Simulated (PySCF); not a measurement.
Gas-phase reaction: AlH2Cl + AlCl → 2 Cl + 2 AlH

Method: PySCF energies (xtb for GFN2) plus ideal-gas RRHO corrections (1 bar). † marks an energy on the PBE0/def2-TZVP geometry and frequencies; other levels use their own. CCSD(T) freezes the core. Open shells (unrestricted): Cl (multiplicity 2); the rest are closed-shell singlets. GFN2 has no spin-polarisation term. Spin-orbit splitting is ignored; it lowers the true energy and changes the entropy of Cl. AlH2Cl: computed as isolated molecules; such fragments, hydroxides, amides, oligomers or adducts are transient or little studied in the gas. CCSD(T) isn't extrapolated to the basis-set limit.

| level | ΔH°(298 K), kJ |
|---|---|
| CCSD(T)/def2-TZVPP† | 885 |
| GFN2-xTB | 1040 |
| HF/def2-TZVP† | (withheld) |
| PBE/def2-SVP | 923 |
| PBE/def2-TZVP† | 919 |
| PBE0/def2-TZVP | (withheld) |
| LDA/def2-TZVP† | (withheld) |
| ωB97M-V/def2-TZVP† | (withheld) |

Q: Complete the blanks.

A: 
- HF/def2-TZVP†, ΔH°(298 K), kJ: 753
- PBE0/def2-TZVP, ΔH°(298 K), kJ: 916
- LDA/def2-TZVP†, ΔH°(298 K), kJ: 1020
- ωB97M-V/def2-TZVP†, ΔH°(298 K), kJ: 921
